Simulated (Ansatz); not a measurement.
This Ansatz (a quantum-chemistry and plane-wave program) input (B3LYP/aug-cc-pVTZ) gives -1.18002 Eh with 46 basis functions. A basis named .json is the Basis Set Exchange file of that set (core-valence sets with the plain set on hydrogen).

Ansatz 0.2 input:
```yaml
crystal:
  periodic: [false, false, false]
  atoms:
    - {symbol: H, position_ang: [-0.00000000, -0.00000000, -0.37201156]}
    - {symbol: H, position_ang: [0.00000000, 0.00000000, 0.37201156]}
basis:
  gaussian:
    orbitals: aug-cc-pVTZ
hamiltonian:
  xc: {name: B3LYP}
magnetization: {spin_polarized: false}
```

Change:
```diff
- orbitals: aug-cc-pVTZ
+ orbitals: 6-31G__.json
```

### Question
What does the run give now?

### Answer
-1.17854 Eh (B3LYP/6-31G**, 10 functions), a change of +1.48 mEh.
